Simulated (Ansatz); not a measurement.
Input file:

```yaml
crystal:
  periodic: [false, false, false]
  atoms:
    - {symbol: Fe, position_ang: [0.000000, 0.000000, 0.000000]}
    - {symbol: H, position_ang: [0.000000, 0.000000, 1.572400]}
basis:
  gaussian: {orbitals: def2-SVP}
total_charge: 1
magnetization: {spin_polarized: true, initial_magnetization: 2}
correlation: {method: ccsdt_q, electrons: outside_noble_gas}
```

```sh
$ ansatz run in.yaml --threads 1 --pin off --events-out ev --progress --plain --max-ram 2393MiB
```

The program prints:

```
622 factors; integrals over basis functions are off by at most 1.5e-7 eV
mean field evaluation 1: about -34325.9224 eV, gradient 7.4e1 eV
mean field evaluation 2: about -34325.9769 eV, gradient 7.4e1 eV
mean field evaluation 4: about -34350.4596 eV, gradient 1.1e1 eV
mean field evaluation 8: about -34352.9745 eV, gradient 5.9e-1 eV
mean field evaluation 16: about -34353.0394 eV, gradient 3.3e-4 eV
mean field evaluation 32: about -34353.7699 eV, gradient 1.1e0 eV
mean field evaluation 64: about -34353.5750 eV, gradient 1.5e0 eV
mean field evaluation 96: about -34346.5197 eV, gradient 1.7e1 eV
mean field evaluation 128: about -34353.0393 eV, gradient 8.2e-2 eV
mean field evaluation 160: about -34353.0394 eV, gradient 2.9e-6 eV
...
cycle  29  -5.48244713 eV  change   -2.3e-5 eV  update   1.1e-5
cycle  30  -5.48243162 eV  change    1.6e-5 eV  update   6.3e-6
cycle  31  -5.48243278 eV  change   -1.2e-6 eV  update   4.5e-6
cycle  32  -5.48243762 eV  change   -4.8e-6 eV  update   3.1e-6
cycle  33  -5.48243972 eV  change   -2.1e-6 eV  update   2.1e-6
cycle  34  -5.48244253 eV  change   -2.8e-6 eV  update   1.6e-6
cycle  35  -5.48244078 eV  change    1.7e-6 eV  update   1.1e-6
cycle  36  -5.48243880 eV  change    2.0e-6 eV  update   6.6e-7
cycle  37  -5.48243656 eV  change    2.2e-6 eV  update   4.5e-7
cycle  38  -5.48243662 eV  change   -6.0e-8 eV  update   3.6e-7
perturbative correction -0.03275324 eV, -0.0012036593 hartree
WARN: in the space of 10 natural orbitals, full CI finds another state of this spin 0.405 eV below this run's state, or below the method's energy where it doesn't find this run's state
WARN: the results are in doubt because among natural orbitals full CI differs from the method by +2.374 eV
Total energy: -34359.33283871 eV, -1262.6821922303 hartree
In doubt: among natural orbitals full CI differs from the method by +2.374 eV
```

Ran on 1 thread of AMD EPYC, shared host: 4 min wall, 0.14 GiB peak host memory.
